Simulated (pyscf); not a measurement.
`[Cl][GeH2]` [doublet] + `[OH2]` -> `[OH][GeH][Cl]` [doublet] + `[H][H]` (four-centre exchange; doublet surface; Ge–H, H–O broken, Ge–O, H–H formed). Structures and frequencies: ωB97X-D3(BJ)/def2-SVP in PySCF. Energies in kcal/mol from the separated reactants.

| level | barrier | reaction energy |
|---|---|---|
| ωB97X-D3(BJ)/def2-TZVP | 30.8 | -6.9 |
| PBE/def2-TZVP | … | -7.2 |
| r²SCAN/def2-TZVP | 26.1 | -8.1 |
| B3LYP-D3(BJ)/def2-TZVP | 28.5 | -7.3 |
| PBE0-D3(BJ)/def2-TZVP | 28.2 | -5.2 |
| HF/def2-TZVP | … | … |

### Question
What belongs in the gaps?

### Answer

- PBE/def2-TZVP, barrier: 23.6
- HF/def2-TZVP, barrier: 51.2
- HF/def2-TZVP, reaction energy: -2.4

The functionals in the table span 7.2 kcal/mol in this barrier, from PBE to ωB97X-D3(BJ)/def2-TZVP. On the reactant side the descent ends in a complex (not fully relaxed), 4.1 kcal/mol under the separated species and 34.9 kcal/mol under the saddle at ωB97X-D3(BJ)/def2-TZVP. At the saddle there is also a short Ge–H contact that neither side keeps. The same reactants have a lower exit, to HO–GeH₂• + HCl (barrier +15.1 kcal/mol at ωB97M-D3(BJ)/def2-TZVP, against +31.2 kcal/mol here). One saddle was located; it need not be the lowest between these sides. Elements up to Kr have no core potential and no relativistic terms here.
